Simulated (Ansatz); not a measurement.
C4H4O2, SMILES `Oc1ccco1` at its PBE0-D4/def2-TZVP geometry, where that method's forces vanish. The species carries charge 0 and has multiplicity 1.

```csv
atom,x (Å),y (Å),z (Å)
O1,-0.8016,-2.0120,-0.5804
C2,-0.3208,-0.8242,-0.2019
C3,-0.0643,0.3481,-0.8360
C4,0.4464,1.2132,0.1842
C5,0.4543,0.5002,1.3287
O6,-0.0194,-0.7617,1.0963
H7,-0.9878,-1.9813,-1.5224
H8,-0.2157,0.5700,-1.8798
H9,0.7649,2.2368,0.0682
H10,0.7440,0.7109,2.3431
```

For each bond, give half the difference of the two atoms' forces along it (eV/Å; positive pushes the atoms apart) under PBE-D4, r2SCAN-D4, B3LYP-D4, ωB97M-V in def2-TZVPP. (An estimate is asked.)

Ansatz gave: 
```json
{"bond": "O1–C2", "length (Å)": "1.336", "PBE-D4": "0.19", "r2SCAN-D4": "0.11", "B3LYP-D4": "0.18", "ωB97M-V": "0.31"}
{"bond": "O1–H7", "length (Å)": "0.961", "PBE-D4": "0.34", "r2SCAN-D4": "0.01", "B3LYP-D4": "-0.06", "ωB97M-V": "-0.10"}
{"bond": "C2–C3", "length (Å)": "1.357", "PBE-D4": "0.20", "r2SCAN-D4": "0.08", "B3LYP-D4": "-0.01", "ωB97M-V": "-0.21"}
{"bond": "C2–O6", "length (Å)": "1.334", "PBE-D4": "0.48", "r2SCAN-D4": "0.27", "B3LYP-D4": "0.19", "ωB97M-V": "0.08"}
{"bond": "C3–C4", "length (Å)": "1.432", "PBE-D4": "-0.06", "r2SCAN-D4": "0.01", "B3LYP-D4": "0.15", "ωB97M-V": "0.26"}
{"bond": "C3–H8", "length (Å)": "1.078", "PBE-D4": "-0.05", "r2SCAN-D4": "-0.13", "B3LYP-D4": "-0.16", "ωB97M-V": "-0.12"}
{"bond": "C4–C5", "length (Å)": "1.348", "PBE-D4": "0.40", "r2SCAN-D4": "0.19", "B3LYP-D4": "0.14", "ωB97M-V": "-0.09"}
{"bond": "C4–H9", "length (Å)": "1.078", "PBE-D4": "-0.06", "r2SCAN-D4": "-0.11", "B3LYP-D4": "-0.17", "ωB97M-V": "-0.12"}
{"bond": "C5–O6", "length (Å)": "1.368", "PBE-D4": "0.36", "r2SCAN-D4": "0.35", "B3LYP-D4": "0.30", "ωB97M-V": "0.26"}
{"bond": "C5–H10", "length (Å)": "1.076", "PBE-D4": "-0.15", "r2SCAN-D4": "-0.22", "B3LYP-D4": "-0.26", "ωB97M-V": "-0.11"}
```

B3LYP here is the variant with VWN-RPA as its local correlation; programs differ in this.
